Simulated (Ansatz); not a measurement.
Start from `CO/C=C/O` and change one atom or group (the configuration at the double bond changes too) to get `O/C=C\F`.

Ansatz, PBE0-D4/def2-TZVP geometries, multiplicity 1. Each molecule was computed in one conformer, which needn't be the lowest.

```tsv
property	`CO/C=C/O`
size of the dipole moment (B3LYP/def2-TZVPP) / D	2.37
LUMO energy (B3LYP/def2-TZVPP) / eV	0.59
HOMO–LUMO gap (B3LYP/def2-TZVPP) / eV	6.41
HOMO–LUMO gap (ωB97M-V/def2-TZVPP) / eV	10.71
size of the dipole moment (ωB97M-V/def2-TZVPP) / D	2.37
HOMO energy (PBE0/def2-TZVPP) / eV	-6.01
```

Problem. Give the same properties after the change, and the shifts. (An estimate is asked.)

Solution. Ansatz gave: 
```csv
property,`O/C=C\F`,shift
size of the dipole moment (B3LYP/def2-TZVPP) / D,0.73,-1.64
LUMO energy (B3LYP/def2-TZVPP) / eV,0.60,0.01
HOMO–LUMO gap (B3LYP/def2-TZVPP) / eV,7.18,0.77
HOMO–LUMO gap (ωB97M-V/def2-TZVPP) / eV,11.68,0.97
size of the dipole moment (ωB97M-V/def2-TZVPP) / D,0.75,-1.62
HOMO energy (PBE0/def2-TZVPP) / eV,-6.78,-0.77
```

With PBE0 the HOMO falls by 0.77 eV and the LUMO falls by 0.09 eV, so the gap widens by about 0.68 eV. PBE moves the HOMO by -0.69 eV and ωB97M-V by -0.78 eV. Dipoles are sizes alone; their direction can turn.

B3LYP here is the variant with VWN-RPA as its local correlation; programs differ in this.
